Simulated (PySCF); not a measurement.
Point-charge models of cyanoformaldehyde, `N#CC=O` against its computed dipole.

Coordinates (GFN2-xTB, Å) and charges (e) from the PBE0/pcSseg-1 density (PySCF):

```
atom       x       y       z  Mulliken      IAO  Hirshfeld  ESP-fitted
  N1   1.907  -0.228   0.570   -0.1963  -0.1600    -0.1564     -0.3631
  C2   0.819  -0.068   0.252   +0.0499  +0.0940    +0.0890     +0.2845
  C3  -0.557   0.080  -0.168   +0.3005  +0.2362    +0.1657     +0.3984
  O4  -1.195   1.090  -0.104   -0.2883  -0.3121    -0.1693     -0.3596
  H5  -0.965  -0.870  -0.567   +0.1341  +0.1419    +0.0710     +0.0400
```

What dipole does each set of charges give (1 e·Å = 4.803 D), and what does the density give?

The full density gives (-1.39, -1.56, -0.89) D, 2.27 D in size; dipole vectors point from the negative to the positive end.

| scheme | μx | μy | μz | size (D) | share of the full size (%) | angle to the full dipole (°) |
| --- | --- | --- | --- | --- | --- | --- |
| Mulliken | -1.37 | -1.75 | -0.94 | 2.42 | 107 | 4 |
| IAO | -0.59 | -1.99 | -0.75 | 2.21 | 97 | 24 |
| Hirshfeld | -0.88 | -0.98 | -0.56 | 1.43 | 63 | 0 |
| ESP-fitted | -1.39 | -1.59 | -0.90 | 2.30 | 101 | 1 |

Which set comes closest?

Length of the difference vector: ESP-fitted 0.04 D, Mulliken 0.21 D, Hirshfeld 0.84 D, IAO 0.92 D. Closest: ESP-fitted. The schemes that divide the density aren't constrained to reproduce the dipole.

What is left for the Hirshfeld atoms' own dipoles?

The Hirshfeld atoms' densities add up to the full density, so μ = Σ q r + Σ (atomic dipoles). The atomic dipoles sum to (-1.39, -1.56, -0.89) − (-0.88, -0.98, -0.56) = (-0.51, -0.58, -0.33) D, 0.84 D in size.

With the origin at the mean of the coordinates, (0.002, 0.001, -0.003) Å, which are the largest single terms, by size, of the ESP-fitted dipole along the direction of the full one?

N1 +2.16, C2 -0.76, C3 +0.68, H5 +0.27, O4 -0.05 D; all 5 atoms together +2.30 D. The single terms depend on the origin, their sum doesn't.

Give the size of the full dipole in other units.

2.27 D = 0.893 au = 0.473 e·Å = 7.57 × 10⁻³⁰ C·m.

Geometry: GFN2-xTB; no solvent, vibrations or thermal averaging.

The run behind these numbers computed NMR shieldings as well. Time: 3.1 s. Hardware: one thread of an x86-64 server, no GPU, on a shared host.
